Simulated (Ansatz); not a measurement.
C3H4⁻. The state is a doublet with charge -1. Geometry B3LYP-D4/def2-TZVPD; atoms count from 1.

```csv
atom,x (Å),y (Å),z (Å)
C1,0.5815,0.1630,0.0908
C2,-0.7328,0.0435,0.5464
C3,1.1275,-0.1846,-1.1535
H4,0.2942,-0.5994,-1.7720
H5,-1.0311,0.3518,1.5485
H6,1.2670,0.5946,0.8366
H7,-1.5064,-0.3689,-0.0968
```

The highest occupied level of the charge -1 doublet lies above zero (up to 0.68 eV). It is a level of β spin, whose loss leaves a triplet; that state wasn't run at this geometry and level. The electron is either unbound and held by the finite basis, or the level is raised by self-interaction error. The structure comes from a short search, and lower isomers may exist.

(1) Estimate the Mulliken populations from the PBE0/def2-TZVPD orbitals of Ansatz.

(2) Where does the spin sit?

(3) And the Mayer bond orders between bonded heavy atoms (over 0.3)?

Results:

(1) 
```
atom  charge (e)  spin (α − β)
  C1       -0.38         -0.11
  C2       -0.79          0.67
  C3       -0.46          0.54
  H4       -0.01         -0.03
  H5        0.25         -0.02
  H6        0.16         -0.01
  H7        0.23         -0.04
```
Mulliken values and Mayer orders depend strongly on the basis. With diffuse functions, as here, like atoms can get unlike values, and bond orders can come out too low or too high.

(2) Summed by element: C 1.10, H -0.10, of 1 unpaired in all. Largest on single atoms: C2 0.67, C3 0.54, C1 -0.11.

(3) C1–C2 1.42 (1.40 Å); C1–C3 1.70 (1.40 Å).
